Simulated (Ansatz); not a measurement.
Two isomers of C3H6O2: A = `COCC=O`, B = `C=C(O)CO`.

Gas-phase electronic energies from Ansatz, PBE0-D4/def2-TZVP geometries. CBS: MP2 limit from def2 TZ/QZ plus the TZ coupled-cluster correction, frozen cores. Functionals use def2-TZVPP. B3LYP here is the variant with VWN-RPA as its local correlation; programs differ in this. One conformer a species, not always the lowest.

**Question.** Which isomer does CCSD(T)/CBS put lower? Give the gap. (Estimate.)

**Answer.** Ansatz gave: B, by 36.4 kJ/mol.

**Question.** Give E(B) − E(A) in kJ/mol with B3LYP-D4, ωB97M-V, B3LYP, PBE-D4, B2PLYP, r2SCAN-D4, PBE0-D4. (Estimate.)

**Answer.** Computed: B3LYP-D4 -28.2, ωB97M-V -32.7, B3LYP -26.4, PBE-D4 -34.6, B2PLYP -27.4, r2SCAN-D4 -35.1, PBE0-D4 -35.8. None reverses the order clearly.

Largest T1 diagnostic: 0.013.

In def2-TZVPP, CCSD(T) changes the Hartree–Fock value by −20.1 kJ/mol (the triples alone add −2.1 kJ/mol) and MP2 by −24.5 kJ/mol.
